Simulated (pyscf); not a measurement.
**Four-centre exchange: `[BH]=[O]` + `[ClH]` → `[O]=[B][Cl]` + `[H][H]`**

Gas phase, singlet surface, charge 0. Bonds broken: B1–H3, Cl4–H5. Bonds formed: B1–Cl4, H3–H5. Optimised with ωB97X-D3(BJ)/def2-SVP in PySCF.

Transition state (Å):

```xyz
5

B      0.3667     0.7418    -0.4032
O      0.8004     1.8721    -0.2475
H      0.9517    -0.3881    -0.7181
Cl    -1.4846    -0.0271    -0.2658
H     -0.0931    -0.6332    -0.6033
```

One imaginary mode, 1386i cm⁻¹; descent along it reached the two sides named.

| bond | change | reactant side (Å) | saddle | product side |
|---|---|---|---|---|
| B1–H3 | breaks | 1.184 | 1.311 | 2.9 |
| Cl4–H5 | breaks | 1.284 | 1.555 | 3.4 |
| B1–Cl4 | forms | 3.2 | 2.009 | 1.693 |
| H3–H5 | forms | 3.6 | 1.079 | 0.760 |

Electronic energies relative to the separated reactants (kcal/mol):

| level | barrier | reaction energy | reverse barrier |
|---|---|---|---|
| ωB97X-D3(BJ)/def2-TZVP | 45.4 | -9.1 | 54.6 |
| PBE/def2-TZVP | 34.3 | -10.3 | 44.6 |
| r²SCAN/def2-TZVP | 37.5 | -10.8 | 48.3 |
| B3LYP-D3(BJ)/def2-TZVP | 43.6 | -9.0 | 52.6 |
| PBE0-D3(BJ)/def2-TZVP | 38.7 | -9.5 | 48.2 |
| M06-2X/def2-TZVP | 45.0 | -9.6 | 54.6 |
| ωB97M-D3(BJ)/def2-TZVP | 45.6 | -8.1 | 53.7 |
| HF/def2-TZVP | 66.0 | -4.8 | 70.8 |

With ωB97M-D3(BJ)/def2-TZVP energies and thermal terms (ideal gas, 1 atm, RRHO with modes under 100 cm⁻¹ raised to 100, one conformer, R ln 2 for chiral ones without a mode under 150 cm⁻¹), in kcal/mol:

```json
[
 {"T (K)": "298", "ΔH‡": "44.4", "ΔG‡": "53.1", "ΔH": "-9.8", "ΔG": "-8.2"},
 {"T (K)": "600", "ΔH‡": "43.9", "ΔG‡": "62.2", "ΔH": "-9.1", "ΔG": "-6.9"},
 {"T (K)": "900", "ΔH‡": "43.8", "ΔG‡": "71.4", "ΔH": "-8.6", "ΔG": "-5.9"},
 {"T (K)": "1200", "ΔH‡": "44.0", "ΔG‡": "80.5", "ΔH": "-8.3", "ΔG": "-5.1"}
]
```

The same reactants have a lower exit, to HO–BH–Cl (barrier +15.7 kcal/mol at ωB97M-D3(BJ)/def2-TZVP, against +45.6 kcal/mol here). One saddle was located; it need not be the lowest between these sides.
